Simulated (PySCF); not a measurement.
Species: C5H7 (charge +1).
Numbering: `[CH3:1][CH2:2][c:3]1[cH:4][cH+:5]1`

Geometry (GFN2-xTB, Å), atoms numbered from 1 in this order:
```
atom  x, y, z in Å
C1    -1.666    0.264   -0.187
C2    -0.547   -0.465    0.551
C3     0.771   -0.140    0.105
C4     1.618    0.574   -0.745
C5     2.158   -0.279    0.169
H6    -2.627   -0.045    0.213
H7    -1.578    1.340   -0.065
H8    -1.650    0.030   -1.248
H9    -0.592   -0.272    1.633
H10   -0.668   -1.556    0.478
H11    1.759    1.277   -1.538
H12    3.023   -0.727    0.608
```

The calculation used delta-SCF UKS SCAN, pcX-2 on the ionised atom, pcseg-1 elsewhere, spin-free X2C (PySCF 2.14.0). Every row has its own mixed basis.

| ionised atom | basis functions | E(ground) (Eh) | E(ionised) (Eh) |
| --- | --- | --- | --- |
| C1 | 136 | -194.33668 | -183.48606 |
| C2 | 136 | -194.33824 | -183.43334 |
| C3 | 136 | -194.34210 | -183.34937 |
| C4 | 136 | -194.34124 | -183.36262 |

Turn these total energies into binding energies.

E(ionised) − E(ground), at 27.2114 eV a hartree:

```json
{"atom": "C1", "environment": "methyl carbon", "difference (Eh)": "10.85062", "binding energy (eV)": "295.26"}
{"atom": "C2", "environment": "carbon bonded to 2 C and 2 H", "difference (Eh)": "10.90490", "binding energy (eV)": "296.74"}
{"atom": "C3", "environment": "unsaturated ring carbon", "difference (Eh)": "10.99273", "binding energy (eV)": "299.13"}
{"atom": "C4", "environment": "unsaturated ring CH carbon", "difference (Eh)": "10.97862", "binding energy (eV)": "298.74"}
```

How much do the ground-state energies differ, and what would follow from using one of them for all holes?

They run from -194.3421 Eh (core basis on C3) to -194.3367 Eh (on C1), 0.0054 Eh or 0.15 eV apart, for one and the same state in different bases and grids. Pairing the ion of C1 with the ground state of C3 would put its binding energy 0.15 eV too high.

Only 1s holes are shown. One atom of each set of topologically equivalent atoms was ionised and stands for the set; in this conformer not all members are related by symmetry, and their own values weren't computed. The species carries charge +1, so core ionisation leaves charge +2. The structure is a single GFN2-xTB conformer in the gas phase; no vibrational or solvent corrections.
